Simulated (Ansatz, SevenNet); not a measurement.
For diamond-structure Si, the machine-learned potential SevenNet-0 (trained on PBE and PBE+U data) gives:

| Item | Value |
|---|---|
| lattice constant a | 5.463 Å |
| TO(Γ) frequency | 417 cm⁻¹ |
| elastic constant C11 | 152 GPa |
| elastic constant C44 | 57.9 GPa |
| Voigt–Reuss–Hill shear modulus | 50.6 GPa |

Task: What does r²SCAN+rVV10 (Ansatz, a program for electronic structure, PAW) give for the same quantities?

Result: 
- lattice constant a: 5.436 Å (drops by 0.5 %)
- zone-centre TO phonon frequency: 520 cm⁻¹ (grows by 25 %)
- elastic constant C11: 169 GPa (grows by 11 %)
- elastic constant C44: 81.2 GPa (goes up by 40 %)
- Voigt–Reuss–Hill shear modulus: 68.2 GPa (goes up by 35 %)

For comparison: lattice constant a 5.421 Å (measured, static lattice: zero-point anharmonic expansion removed; as tabulated in Mejia-Rodriguez and Trickey (2018), arXiv:1807.09216); zone-centre TO phonon frequency 525 cm⁻¹ (measured, low temperature, zero-point motion not removed; as tabulated in Tanner et al. (2021), arXiv:2110.11888); elastic constant C11 168 GPa (measured, low temperature, zero-point motion not removed; as tabulated in Tanner et al. (2021), arXiv:2110.11888); elastic constant C44 80.2 GPa (measured, low temperature, zero-point motion not removed; as tabulated in Tanner et al. (2021), arXiv:2110.11888).

Changes are worked out from the printed values.

Unless a cell is named, each level is at its own relaxed cell (SevenNet-0 20.38, r²SCAN+rVV10 20.07 Å³/atom).

Ansatz's density-functional and Hartree–Fock values are scalar-relativistic unless marked +SOC, with PAW data made under PBE.
